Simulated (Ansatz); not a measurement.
Relaxation of BH$_{3}$O (5 atoms, charge 0, multiplicity 1), to a largest force component of 0.03 eV/Å in at most 50 steps.

Level of theory: Ansatz, RKS B3LYP/def2-TZVP.

```xyz
5
Properties=species:S:1:pos:R:3:forces:R:3
B -0.903 0.003 0.203 0.20 -0.01 -0.01
H 1.290 -0.033 1.155 0.34 -0.02 -0.69
O 1.700 -0.036 0.260 -0.54 0.05 0.68
H 2.024 -0.935 0.129 0.00 -0.03 0.01
H -0.924 0.049 -1.021 0.01 0.00 0.01
```

Where does it end, and by what steps?

The forces met the threshold. After 14 steps the energy has fallen by 0.307 eV; O3 moved furthest, 0.68 Å. Joined: B1–O3 (2.60 → 1.59 Å).

```csv
step,energy less start (eV),largest force component (eV/Å),accepted
0,0.0000,0.692,yes
1,-0.0475,1.571,yes
2,-0.1181,1.361,yes
3,-0.1649,0.831,yes
4,-0.1852,1.065,yes
5,-0.2269,0.695,yes
6,-0.2721,0.592,yes
7,-0.2141,0.492,no
8,-0.2783,0.843,yes
9,-0.2963,0.160,yes
10,-0.3015,0.319,yes
11,-0.3045,0.103,yes
12,-0.3067,0.069,yes
13,-0.3068,0.036,yes
14,-0.3069,0.010,yes
```

```xyz
5
Properties=species:S:1:pos:R:3
B -0.447 0.194 0.191
H 1.423 -0.012 1.268
O 1.069 -0.237 0.401
H 1.728 -0.687 -0.179
H -0.586 -0.209 -0.953
```

Run time: 9.6 s on 2 threads of Arm Neoverse V2, on a shared host, peak memory 0.11 GiB.
